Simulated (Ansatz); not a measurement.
Task: a composite energy at a relaxed geometry of CH4, SMILES C, with the Python package of Ansatz (0.2.0). Give the script and its output. Level of theory (for the species named): r2SCAN, def2-SVP basis, multiplicity 1, D4 dispersion.

Input file `ch4.xyz`:
```text
5

C    -0.00001   -0.00002    0.00001
H     0.15790   -0.24156    1.04311
H    -0.99984    0.39257   -0.13206
H     0.11887   -0.89337   -0.59924
H     0.72309    0.74238   -0.31182
```

`composite_ch4.py`
```python
"""Relax CH4 cheaply, then refine its energy."""

import itertools

import ansatz as az
from ase.data import atomic_numbers, covalent_radii
import numpy as np

molecule = az.Crystal.molecule_from_extxyz("ch4.xyz")

model = molecule.calculation()
model = model.basis(gaussian="def2-SVP").functional("r2scan", dispersion="d4")
symbols = [site.symbol for site in molecule.cartesian_sites]
start = np.array([site.position_ang for site in molecule.cartesian_sites], dtype=float)
rep = model.relax(force_tolerance=0.01, max_steps=100).run().report
end = np.array(rep["positions_ang"])
# pairs closer than 1.2 times the sum of covalent radii, before or after
radius = [covalent_radii[atomic_numbers[s]] for s in symbols]
span = lambda where, i, j: np.linalg.norm(where[i] - where[j])
bonded = [(i, j) for i, j in itertools.combinations(range(len(symbols)), 2) if min(span(start, i, j), span(end, i, j)) < 1.2 * (radius[i] + radius[j])]
print("pair        before    after (A)")
for i, j in bonded:
    print(f"{symbols[i]}{i}-{symbols[j]}{j}".ljust(10), f"{span(start, i, j):8.4f} {span(end, i, j):8.4f}")

minimum = az.Crystal.molecule()
for symbol, place in zip(symbols, end):
    minimum = minimum.atom(symbol, place.tolist())
at_minimum = minimum.calculation()
# MP2 extrapolated to the basis limit, plus the small-basis difference CCSD(T) - MP2
level = lambda method, basis: at_minimum.basis(gaussian=basis).correlation(method).run().report
small, large, cluster = level("mp2", "cc-pVDZ"), level("mp2", "cc-pVTZ"), level("ccsd_t", "cc-pVDZ")
corr = lambda each: (each["free_energy_ev"] - each["reference_energy_ev"]) / 27.211386246
mp2_limit = (27 * corr(large) - 8 * corr(small)) / 19
pieces = {"HF / cc-pVTZ": large["reference_energy_ev"] / 27.211386246, "MP2 correlation, DZ-TZ limit": mp2_limit, "CCSD(T) - MP2 / cc-pVDZ": corr(cluster) - corr(small)}
for name, value in pieces.items():
    print(f"{name:32s} {value:14.6f} Ha")
print(f"{'sum':32s} {sum(pieces.values()):14.6f} Ha")
print("T1 diagnostic", round(cluster["correlation"]["coupled_cluster"]["t1_diagnostic"], 4))
```

Running `python composite_ch4.py` prints:
```text
pair        before    after (A)
C0-H1        1.0823   1.0978
C0-H2        1.0822   1.0978
C0-H3        1.0823   1.0978
C0-H4        1.0823   1.0978
HF / cc-pVTZ                         -40.212818 Ha
MP2 correlation, DZ-TZ limit          -0.213979 Ha
CCSD(T) - MP2 / cc-pVDZ               -0.027373 Ha
sum                                  -40.454170 Ha
T1 diagnostic 0.0054
```

Reading the output:
- Total energies depend on the basis set; only differences at equal settings carry meaning.
- The sum leaves out core correlation, relativity, the Hartree-Fock basis error and zero-point energy; a DZ-TZ extrapolation is rough.
- Inner cores stay frozen, so this is valence correlation.
- An extrapolation from small basis sets is rough.
- Wall time of the script: 6 s on 1 thread of Arm Neoverse N1, with other jobs on the host, peak memory 0.17 GiB.
